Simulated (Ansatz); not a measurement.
Geometry optimisation, Ansatz, RKS PBE0/6-31G*.

The input (input.yaml):

```yaml
crystal:
  periodic: [false, false, false]
  atoms:
    - { symbol: B, position_ang: [0.18921, -0.376771, -0.340722] }
    - { symbol: H, position_ang: [-0.317097, 0.030288, 1.965986] }
    - { symbol: H, position_ang: [1.120251, 0.362964, -0.199565] }
    - { symbol: H, position_ang: [-0.883803, 0.01184, -0.725639] }
    - { symbol: O, position_ang: [0.396551, -1.720537, -0.101222] }
    - { symbol: Si, position_ang: [-0.70507, -2.963347, -0.3049] }
    - { symbol: H, position_ang: [0.070835, -4.224815, -0.391517] }
    - { symbol: H, position_ang: [-1.625174, -3.022514, 0.863978] }
    - { symbol: H, position_ang: [-1.494204, -2.763327, -1.550574] }
    - { symbol: H, position_ang: [-0.1062, -0.615182, 1.761076] }
basis:
  gaussian: { orbitals: "6-31G*" }
hamiltonian:
  xc: pbe0
relax:
  f_tol: 0.03
  max_steps: 50
```

Launched with:

```bash
$ ansatz run input.yaml --threads 1 --pin off --max-ram 2048MiB --backend cpu --events-out ev --progress --plain --runs-dir out
```

Problem. Where does it end, and by what steps?

Solution. It converged. The force dipped under the threshold on the way, but the program's further checks kept it going. After 21 steps the energy has fallen by 0.220 eV; H2 moved furthest, 1.02 Å.

| step | energy less start (eV) | largest force component (eV/Å) | accepted |
| --- | --- | --- | --- |
| 0 | 0.0000 | 1.360 | yes |
| 1 | -0.1307 | 0.541 | yes |
| 2 | -0.1759 | 0.210 | yes |
| 3 | -0.1764 | 0.549 | yes |
| 4 | -0.1954 | 0.067 | yes |
| 5 | -0.1971 | 0.118 | yes |
| 6 | -0.2031 | 0.048 | yes |
| 7 | -0.2055 | 0.214 | yes |
| 8 | -0.2065 | 0.483 | yes |
| 9 | -0.2138 | 0.047 | yes |
| 10 | -0.2144 | 0.108 | yes |
| 11 | -0.1955 | 0.612 | no |
| 12 | -0.2169 | 0.016 | yes |
| 13 | -0.2062 | 0.536 | no |
| 14 | -0.2177 | 0.079 | yes |
| 15 | -0.2171 | 0.129 | no |
| 16 | -0.2182 | 0.038 | yes |
| 17 | -0.2187 | 0.022 | yes |
| 18 | -0.2190 | 0.059 | yes |
| 19 | -0.2187 | 0.137 | no |
| 20 | -0.2195 | 0.018 | yes |
| 21 | -0.2198 | 0.018 | yes |

```xyz
10
Properties=species:S:1:pos:R:3
B 0.313 -0.491 -0.736
H -0.598 0.210 2.929
H 1.168 0.286 -0.414
H -0.510 -0.225 -1.576
O 0.296 -1.697 -0.127
Si -0.735 -2.999 -0.348
H 0.072 -4.158 -0.807
H -1.367 -3.315 0.957
H -1.776 -2.667 -1.358
H -0.220 -0.225 2.458
```

Whether the end is a true minimum wasn't checked by a vibrational analysis.

Run time: 44 s on 1 thread of Intel(R) Xeon(R) Platinum 8488C (Sapphire Rapids) (shared host), peak memory 0.15 GiB.
